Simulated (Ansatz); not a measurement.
Input file:

```yaml
crystal:
  periodic: [false, false, false]
  atoms:
    - {symbol: B, position_ang: [-2.281025, 0.000000, 0.000000]}
    - {symbol: H, position_ang: [-2.877758, 1.033571, 0.000000]}
    - {symbol: H, position_ang: [-2.877758, -1.033571, 0.000000]}
    - {symbol: H, position_ang: [-0.604025, 0.000000, 0.000000]}
    - {symbol: S, position_ang: [0.968975, 0.000000, 0.000000]}
basis:
  gaussian: {orbitals: "6-31++G**"}
magnetization: {spin_polarized: true, initial_magnetization: 2}
correlation: {method: ccsd, electrons: valence}
scf: {omitted_lower_state_checks: [cluster_reference]}
```

```sh
$ ansatz run in.yaml --threads 1 --pin off --events-out ev --progress --plain --max-ram 2393MiB
```

Problem. Roughly how long does this take on 1 thread of Arm Neoverse V1, shared host, and how much host memory?

Solution. 2.9 s wall and 0.16 GiB.

```
these checks for a lower state are left out or cut short: cluster_reference
536 factors; integrals over basis functions are off by at most 1.0e-3 eV
mean field evaluation 1: about -11531.3968 eV, gradient 9.1e0 eV
mean field evaluation 2: about -11531.4160 eV, gradient 9.1e0 eV
mean field evaluation 4: about -11532.4551 eV, gradient 1.2e0 eV
mean field evaluation 8: about -11532.4842 eV, gradient 5.6e-2 eV
mean field evaluation 16: about -11532.4376 eV, gradient 1.9e0 eV
mean field evaluation 32: about -11532.4659 eV, gradient 2.5e-2 eV
mean field evaluation 64: about -11531.4252 eV, gradient 9.1e0 eV
mean field -11532.48433590 eV, -423.8109823456 hartree, gradient 9.3e-6 eV, S^2 2.049867; 6 other end points of the search recorded, 0 dependent functions left out
6 core orbitals not correlated: weight in the atoms' cores, before any rotation towards them, 1.000 or more for the frozen orbitals, at most 0.000 for the correlated occupied ones
reference -11532.48433590 eV, -423.8109823456 hartree; 7, 5 occupied and 47, 49 virtual orbitals, 536 factors
second order -4.92334365 eV of doubles, -0.00000000 eV of singles
cycle   1  -5.68069956 eV  change   -7.6e-1 eV  update   6.5e-2
cycle   2  -5.96497546 eV  change   -2.8e-1 eV  update   2.6e-2
cycle   3  -5.99337836 eV  change   -2.8e-2 eV  update   1.1e-2
cycle   4  -5.99381726 eV  change   -4.4e-4 eV  update   4.4e-3
cycle   5  -5.99377201 eV  change    4.5e-5 eV  update   1.8e-3
cycle   6  -5.99403925 eV  change   -2.7e-4 eV  update   7.6e-4
cycle   7  -5.99415412 eV  change   -1.1e-4 eV  update   4.1e-4
cycle   8  -5.99420580 eV  change   -5.2e-5 eV  update   1.6e-4
cycle   9  -5.99419706 eV  change    8.7e-6 eV  update   5.8e-5
cycle  10  -5.99417832 eV  change    1.9e-5 eV  update   2.0e-5
cycle  11  -5.99417861 eV  change   -2.9e-7 eV  update   8.1e-6
Total energy: -11538.47851451 eV, -424.0312643465 hartree
Checks for a lower state left out: cluster_reference
```
